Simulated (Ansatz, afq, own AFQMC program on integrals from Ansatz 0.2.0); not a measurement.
Integrals from Ansatz 0.2.0, then the random walk in our own AFQMC program (afq).

```yaml
crystal:
  periodic: [false, false, false]
  atoms:
    - {symbol: O, position_ang: [0.000000, -0.140858, 0.704556]}
    - {symbol: O, position_ang: [0.000000, 0.140858, -0.704556]}
    - {symbol: H, position_ang: [0.000000, 0.760781, 1.043581]}
    - {symbol: H, position_ang: [0.000000, -0.760781, -1.043581]}
basis:
  gaussian: {orbitals: cc-pVDZ}
magnetization: {spin_polarized: false}
correlation: {method: ccsd_t, electrons: outside_noble_gas, hamiltonian_folder: ham}
```

```sh
$ ansatz run in.yaml --threads 1 --pin off --events-out ev --progress --plain --max-ram 1382MiB
```

Options of the walk:

```
--method phaseless --trial cisd --walkers 60 --populations 1 --least-time 40 --time-step 0.005 --steps-per-block 50 --equilibration-blocks 28 --max-blocks 300 --target-error 0.00045 --factor-cut 1e-05 --seed 5903 --release-times 0.24,0.51,0.99,1.62,2.4 --release-step 0.03 --release-every 4 --taylor-order 6
```

Times are imaginary, in 1/Eh. The walk had a cap of 564 s.

```
orbitals 36  electrons 7 7  factors 272 of 351
reference energy -150.78407394 Eh
CCSD correlation -0.39895529 Eh in 10 cycles, weight of the determinant in the CISD state 0.8954
energy of the start -151.183029 Eh
 block  time / (1/Eh)  mean weight  energy / Eh
     1     0.250  0.9995  -151.176731
     2     0.500  0.9961  -151.180975
     3     0.750  1.0016  -151.187962
     4     1.000  1.0002  -151.187850
     5     1.250  1.0003  -151.194461
     9     2.250  1.0022  -151.185728
    33     8.250  0.9979  -151.188004
    65    16.250  0.9974  -151.189721
    97    24.250  1.0019  -151.189707
   129    32.250  0.9998  -151.193375
   161    40.250  1.0031  -151.186873
   193    48.250  0.9987  -151.186581
   209    52.250  0.9989  -151.227324
   225    56.250  1.0006  -151.192727
   249    62.250  1.0014  -151.182007
   257    64.250  1.0040  -151.193636
   289    72.250  1.0013  -151.188695
   321    80.250  1.0018  -151.185703
blocks merged  error / Eh  count
     1  0.000479  300
     2  0.000569  150
     4  0.000542  75
     8  0.000535  37
    16  0.000459  18
    32  0.000442  9
released: time / (1/Eh)  energy / Eh  error  mean overlap
  0.24  -151.193515  0.000645  0.9962
  0.51  -151.193603  0.000623  0.9987
  0.99  -151.193572  0.000729  1.0077
  1.62  -151.193834  0.000814  1.0080
  2.40  -151.193930  0.001175  1.0102
energy -151.194069 +/- 0.000535 Eh
(rows thinned)
```

(1) Estimate how long the walk took on 1 thread of AMD EPYC 7R13 Processor (Zen 3), on a shared host.

The run passed its tests (sampling time, drift between the halves within three errors, error under three times the target), which doesn't prove that it has relaxed.

Against this walk (error 14.6 meV) on the same determinant: CCSD(T) 57.3 meV higher, CCSDT(Q) 12.2 meV higher (within the noise). The error is statistical and leaves out the bias of the constraint. Released to 1.62 1/Eh the energy moves by 6 ± 27 meV (both errors), within twice the noise.

Cautions: constraint bias not in the error; error above the target (14.6 against 12.2 meV).

## Answers

(1) 2.9 min of wall time.

CCSDT and higher add their correlation energy to the determinant of the CCSD(T) run, since their own runs factorise the integrals more tightly (a shift of under 2 meV). A walk keeps the symmetry of its determinant, which the program's search chose and which needn't be the lowest solution, so a lower state of the same spin and another symmetry isn't excluded.
